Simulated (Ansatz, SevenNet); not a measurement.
For 1T (CdI2-type) ZrSe2, the machine-learned potential SevenNet-0 (trained on PBE and PBE+U data) gives:

equilibrium lattice constant a: 3.801 Å
c axis length: 6.863 Å

### Question
What does HSE06 (plane waves, PAW; Ansatz, a program for electronic structure) give for the same quantities?

### Answer

- lattice constant a: 3.792 Å (falls by 0.2 %)
- lattice parameter c: 6.762 Å (shrinks by 1.5 %)

For comparison: lattice constant a 3.77 Å (measured, temperature not stated, not corrected to a static lattice; as tabulated in Björkman (2014), arXiv:1406.2436); lattice parameter c 6.122 Å (measured, temperature not stated, zero-point anharmonic expansion removed (computed with revB86b-DF2); no thermal correction; as tabulated in Björkman (2014), arXiv:1406.2436).

Changes are worked out from the printed values.

Unless a cell is named, each level is at its own relaxed cell (SevenNet-0 28.63, HSE06 28.07 Å³/atom).

Caveats: the cell comes from a level without a dispersion term, which matters for the spacing of layers, chains or molecules (HSE06). Ansatz's density-functional and Hartree–Fock values are scalar-relativistic unless marked +SOC, with PAW data made under PBE.
